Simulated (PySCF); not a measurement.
MgMeCl, CH₃ClMg.
SMILES: `[CH3][Mg][Cl]`

The closed-shell ground state was solved at several levels (PySCF, density fitting, gas phase, non-relativistic). Geometry: PBE0-D3(BJ)/def2-SVP; no solvent, vibrations or thermal averaging.

| level | basis functions | HOMO (eV) | LUMO (eV) | gap (eV) | dipole (D) |
| --- | --- | --- | --- | --- | --- |
| wB97X-D/pcSseg-1 | 72 | -9.61 | 0.41 | 10.02 | 2.57 |
| PBE0/pcSseg-1 | 72 | -7.75 | -1.12 | 6.63 | 2.58 |

(1) What might PBE0/def2-SVPD (92 basis functions) give for the same quantities?

(2) Over all these levels, which gives the widest orbital gap and which the narrowest?

(3) How far do the dipole and the HOMO energy spread over the levels?

Answers

(1) HOMO -7.70 eV, LUMO -1.11 eV, gap 6.59 eV, dipole 2.35 D.

(2) wB97X-D/pcSseg-1 (range-separated hybrid) has the widest, 10.02 eV, and PBE0/def2-SVPD (global hybrid, 25 % exact exchange) the narrowest, 6.59 eV. Functional and basis both differ between the two, so the spread mixes both effects.

(3) The dipole runs from 2.35 to 2.58 D (mean 2.50 D) and the HOMO from -9.61 to -7.70 eV.
